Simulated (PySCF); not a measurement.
**Induced dipoles and field energies**

C3H2FNO.
Structure used (GFN2-xTB), in Å, numbered top down from 1:
```
atom  x, y, z in Å
F1     2.5070    0.0491    0.0624
C2     1.2020   -0.0447    0.0217
N3     0.5142   -1.1207   -0.1007
C4    -0.7837   -0.6785   -0.0889
C5    -0.7856    0.6706    0.0433
O6     0.5061    1.0867    0.1156
H7    -1.5977   -1.3661   -0.1759
H8    -1.5531    1.4129    0.0979
```

Level: CAM-B3LYP/def2-SVPD (PySCF); nuclei fixed, core orbitals frozen in the response. Permanent dipole (-2.174, 1.262, 0.072) D (1 au = 2.5417 D). Static polarisability (au):

```
x   50.86 -0.89  0.46
y   -0.89 45.29  1.62
z    0.46  1.62 28.75
```

Only the terms in μ and α are kept: μ(F) = μ + αF and ΔE = −μ·F − ½ F·αF.

Problem. What do fields of 0.514 V/Å (0.01 au) along the six axis directions do?

Solution. 
```tsv
field along	induced x (D)	induced y (D)	induced z (D)	total size (D)	−μ·F (kJ/mol)	−½F·αF (kJ/mol)
+x	1.293	-0.023	0.012	1.523	+22.456	-6.677
−x	-1.293	0.023	-0.012	3.698	-22.456	-6.677
+y	-0.023	1.151	0.041	3.265	-13.036	-5.945
−y	0.023	-1.151	-0.041	2.154	+13.036	-5.945
+z	0.012	0.041	0.731	2.649	-0.744	-3.774
−z	-0.012	-0.041	-0.731	2.589	+0.744	-3.774
```

Problem. For the field (0.0070, 0.0030, 0.0090) au, what is the induced dipole, and what angle does it make with the field?

Solution. αF = (0.909, 0.367, 0.678) D, at 15.1° to the field. The polarisability along this direction, F·αF/F², is 38.39 au, against a mean of 41.63 au.

Problem. Which field along μ doubles the dipole in that direction (linear response)?

Solution. The polarisability along the dipole is 50.24 au, so F = 0.9894 au / 50.24 au = 0.0197 au = 1.01 V/Å; higher-order terms are ignored.

Problem. What field makes μF equal to kT at 200 K?

Solution. kT = 0.6334 × 10⁻³ Eh, so F = 0.00064 au = 3.29 MV/cm.

Problem. Induction energy −ᾱe²/2R⁴ of a unit charge at 6 Å, the molecule taken as a point?

Solution. R = 11.34 bohr, so the energy is −41.6/(2 × 11.34⁴) Eh = -3.31 kJ/mol. The charge–dipole term at its most favourable orientation, −μe/R², is -20.2 kJ/mol.

Isolated species at its GFN2-xTB geometry, gas phase.
